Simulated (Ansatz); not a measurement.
**Rhodium, fcc: convergence with Fermi-Dirac smearing**

Computed with Ansatz, LDA, scalar-relativistic PAW, on the relaxed cell (a = 3.755 Å; spin not included). Errors count from a run at 420 eV on a Γ-centred 24×24×24 mesh with Fermi-Dirac smearing of 0.1 eV, extrapolated to zero width. Fixed here: cutoff 420 eV, mesh 14×14×14. The SCF starts from atomic densities corrected by a trained network.

| width (eV) | E(σ→0) error (meV/atom) | F error (meV/atom) | P (GPa) | SCF iterations |
| --- | --- | --- | --- | --- |
| 0.01 | 1.1 | 0.8 | -0.42 | 6 |
| 0.03 | 0.9 | -1.1 | -0.39 | 6 |
| 0.1 | 1.1 | -18.8 | -0.02 | 6 |
| 0.2 | 3.6 | -81.9 | 1.38 | 6 |
| 0.3 | -0.1 | -187.5 | 3.38 | 6 |
| 0.6 | -51.8 | -711.8 | 11.59 | 6 |
| 1.0 | -207.2 | -1795.0 | 25.60 | 6 |
